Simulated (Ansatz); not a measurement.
# Molecular dynamics of C2H5S

Input file:

```yaml
crystal:
  periodic: [false, false, false]
  atoms:
    - { symbol: C, position_ang: [-0.826317, 1.134112, -0.725967] }
    - { symbol: S, position_ang: [0.889872, 0.66287, -0.45581] }
    - { symbol: C, position_ang: [0.672473, -0.925641, 0.507588] }
    - { symbol: H, position_ang: [-1.590337, 0.772798, -0.067508] }
    - { symbol: H, position_ang: [-1.001689, 1.964505, -1.37747] }
    - { symbol: H, position_ang: [0.141299, -0.729848, 1.425513] }
    - { symbol: H, position_ang: [1.663283, -1.287572, 0.729723] }
    - { symbol: H, position_ang: [0.143415, -1.648323, -0.091769] }
magnetization:
  spin_polarized: true
  initial_magnetization: 1
basis:
  gaussian: { orbitals: "6-31G" }
hamiltonian:
  xc: hf
md:
  timestep: 0.5
  n_steps: 400
  ensemble: nvt_langevin
  temperature: 300.0
  initial_velocities: maxwell_boltzmann
  seed: 929520
  friction: 0.005
```

Run as:

```bash
$ ansatz run input.yaml --threads 1 --pin off --max-ram 2048MiB --backend cpu --events-out ev --progress --plain --runs-dir out
```

It starts from a relaxed structure.

Output, in part (step lines, the closing report, with atoms numbered from 0):

```
md step     0: t =     0.00 fs  T =   262.5 K  F+E_penalty+E_count = -12953.68859913 eV  E_kin = 0.271446 eV  (35 SCF iters)
md step     1: t =     0.50 fs  T =   262.6 K  F+E_penalty+E_count = -12953.68135438 eV  E_kin = 0.271566 eV  (27 SCF iters)
md step     2: t =     1.00 fs  T =   242.7 K  F+E_penalty+E_count = -12953.66153765 eV  E_kin = 0.250937 eV  (27 SCF iters)
md step     3: t =     1.50 fs  T =   212.3 K  F+E_penalty+E_count = -12953.63419976 eV  E_kin = 0.219570 eV  (28 SCF iters)
md step     4: t =     2.00 fs  T =   178.9 K  F+E_penalty+E_count = -12953.60620002 eV  E_kin = 0.185006 eV  (27 SCF iters)
md step     5: t =     2.50 fs  T =   155.7 K  F+E_penalty+E_count = -12953.58320496 eV  E_kin = 0.161025 eV  (29 SCF iters)
md step     6: t =     3.00 fs  T =   134.2 K  F+E_penalty+E_count = -12953.56779870 eV  E_kin = 0.138761 eV  (28 SCF iters)
md step     7: t =     3.50 fs  T =   124.6 K  F+E_penalty+E_count = -12953.56038300 eV  E_kin = 0.128823 eV  (28 SCF iters)
[... lines left out ...]
md step   397: t =   198.50 fs  T =   202.1 K  F+E_penalty+E_count = -12953.44414364 eV  E_kin = 0.208948 eV  (28 SCF iters)
md step   398: t =   199.00 fs  T =   216.5 K  F+E_penalty+E_count = -12953.44879176 eV  E_kin = 0.223841 eV  (28 SCF iters)
md step   399: t =   199.50 fs  T =   234.1 K  F+E_penalty+E_count = -12953.45240900 eV  E_kin = 0.242128 eV  (28 SCF iters)
md step   400: t =   200.00 fs  T =   233.2 K  F+E_penalty+E_count = -12953.45156272 eV  E_kin = 0.241139 eV  (51 SCF iters)
Total energy: -12953.45156272 eV, -476.0305647651 hartree
Atom 0 at    -0.602757     1.259616    -0.438361 Å, force     0.867599     0.075796     0.919336 eV/Å
Atom 1 at     0.818236     0.190961    -1.006485 Å, force    -0.994599     0.866600    -0.056828 eV/Å
Atom 2 at     1.081299    -1.000024     0.405623 Å, force     1.418783     1.005522     0.557831 eV/Å
Atom 3 at    -0.539170     1.923544     0.426539 Å, force     0.489977    -0.623646    -0.406585 eV/Å
Atom 4 at    -1.503520     1.332462    -0.982771 Å, force    -0.388922    -0.333588    -0.774278 eV/Å
Atom 5 at     0.923158    -0.478891     1.350308 Å, force     0.573028    -0.151693    -0.312945 eV/Å
Atom 6 at     2.113303    -1.370817     0.266630 Å, force    -0.849664     0.417467     0.459866 eV/Å
Atom 7 at     0.417390    -1.798561     0.382628 Å, force    -1.116202    -1.256459    -0.386398 eV/Å
Dipole moment:    -0.162322    -0.091320     0.377580 e Å
```

The steps, from the saved trajectory:

```csv
time (fs),T (K),potential energy less start (eV)
0,262,0.000
6.5,125,0.168
13,157,0.116
19.5,181,0.080
26,127,0.140
32.5,200,0.094
39,148,0.149
45.5,223,0.103
52,236,0.096
58.5,170,0.149
65,202,0.132
71.5,190,0.127
78,215,0.106
84.5,183,0.162
91,178,0.182
97.5,261,0.115
104,149,0.197
110.5,204,0.150
117,205,0.143
123.5,148,0.189
130,239,0.123
136.5,247,0.157
143,233,0.136
149.5,246,0.135
156,294,0.168
162.5,301,0.155
169,272,0.163
175.5,297,0.154
182,235,0.204
188.5,215,0.240
195,265,0.196
```

The run went to its last step. The mean temperature of the second half is 22 % below the set value. A run of 0.2 ps of so small a system gives no equilibrium averages. Limits of this set-up: no polarisation functions.

The same pairs are bonded in the first frame and the last. Pairs count as bonded within 1.25 times the sum of covalent radii (0.12 Å more for H–H).

Last frame:

```xyz
8
Properties=species:S:1:pos:R:3
C -0.603 1.260 -0.438
S 0.818 0.191 -1.006
C 1.081 -1.000 0.406
H -0.539 1.923 0.426
H -1.504 1.333 -0.983
H 0.923 -0.479 1.350
H 2.113 -1.371 0.267
H 0.417 -1.799 0.383
```

The run took 4.5 min on 1 thread of Arm Neoverse V1, on a shared host, peak memory 0.088 GiB.
